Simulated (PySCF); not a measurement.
**Substituent chemical shifts**

Parent skeleton `[cH:1]1[cH:2][cH:3][s:4][cH:5]1`; one hydrogen on atom 1 is replaced by X. Hydrogens on one atom are averaged.

[PySCF: NMR shieldings at PBE0/pcSseg-1/GIAO; PBE0-D3(BJ)/def2-SVP geometry; single conformer; rapidly exchanging positions averaged; in vacuum; non-relativistic]

Shifts are taken against calculated references (same method and geometry level): TMS for ¹³C, ¹H; ³³S vs CS2.

Parent (X = H): C1 131.4, C2 131.4, C3 132.8, S4 220.6, C5 132.8, H(C2) 7.19, H(C3) 7.17, H(C5) 7.17 ppm. Effects are Δδ = δ(X) − δ(H), positive for deshielding.

Known members:
```csv
X,C1,C2,C3,S4,C5,H(C2),H(C3),H(C5)
OCF3,+20.1,-9.6,+0.4,-35.1,-18.0,-0.06,-0.06,-0.40
CHF2,+11.5,-1.7,+2.4,+1.2,-1.1,+0.04,+0.07,+0.24
```

Four more derivatives gave (Δδ, ppm):
| compound | C1 | C2 | C3 | S4 | C5 | H(C2) | H(C3) | H(C5) |
| --- | --- | --- | --- | --- | --- | --- | --- | --- |
| 1 | +18.3 | -11.1 | -0.1 | -37.5 | -36.7 | -0.67 | -0.18 | -1.82 |
| 2 | +21.3 | -6.4 | -2.6 | -30.8 | -15.2 | -0.27 | -0.17 | +1.03 |
| 3 | +27.6 | -8.7 | -1.5 | -48.8 | -21.7 | -0.58 | -0.27 | -0.83 |
| 4 | +32.9 | -4.4 | -0.4 | -46.1 | -30.7 | -0.34 | -0.20 | -1.46 |

Their substituents are N-pyrrolidinyl, OCOCH3, OGeH3, OSiMe3. Which is which?

Answers

1: X = N-pyrrolidinyl (c1cc(N2CCCC2)cs1); 2: X = OCOCH3 (CC(=O)Oc1ccsc1); 3: X = OSiMe3 (C[Si](C)(C)Oc1ccsc1); 4: X = OGeH3 ([GeH3][O]c1ccsc1).
